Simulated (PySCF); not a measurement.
difluorochloromethane, CHClF2, SMILES FC(F)Cl, point group Cs.

Force field and properties: PBE0/pcSseg-1 (PySCF, grid level 2). Vibrational terms come from second-order perturbation theory with semi-diagonal cubic constants, by steps of ±0.6 along the normal coordinates of each isotopologue. The parent has the commonest isotopes.

Equilibrium geometry (Å):

```json
{"atom": "F1", "x": "-0.4646", "y": "1.2114", "z": "-0.3868"}
{"atom": "C2", "x": "-0.0884", "y": "0.0087", "z": "0.0511"}
{"atom": "F3", "x": "-0.7690", "y": "-0.9184", "z": "-0.6250"}
{"atom": "Cl4", "x": "1.6484", "y": "-0.2086", "z": "-0.2281"}
{"atom": "H5", "x": "-0.2920", "y": "-0.0817", "z": "1.1202"}
```

Q: How much do zero-point and thermal motion change the parent's shieldings?

A: 
| atom | σe (ppm) | anharmonic part, 0 K | harmonic part, 0 K | Δσ at 0 K | Δσ at 200 K | Δσ at 298.15 K |
| --- | --- | --- | --- | --- | --- | --- |
| F1 | 254.01 | -3.66 | -7.19 | -10.85 | -11.09 | -11.49 |
| C2 | 58.34 | -1.84 | -1.05 | -2.88 | -3.00 | -3.13 |
| Cl4 | 635.96 | -7.74 | -11.96 | -19.71 | -20.74 | -22.27 |
| H5 | 24.50 | -0.21 | -0.37 | -0.58 | -0.59 | -0.59 |

Q: And the bond lengths, in the parent and with ²H at 5?

A: 
```tsv
bond	re (Å)	⟨r⟩ at 0 K	between mean positions	⟨r⟩, labelled
F1–C2	1.3341	1.3414	1.3394	1.3412
C2–Cl4	1.7725	1.7790	1.7779	1.7787
C2–H5	1.0920	1.1136	1.1014	1.1076
```

The study (164 SCF points, 80 basis functions) took 8.8 min on 1 thread of Intel Xeon Platinum 8488C, shared host (rough), peak memory 0.44 GiB, launched as `OMP_NUM_THREADS=1 python ens_run.py task.json out`.
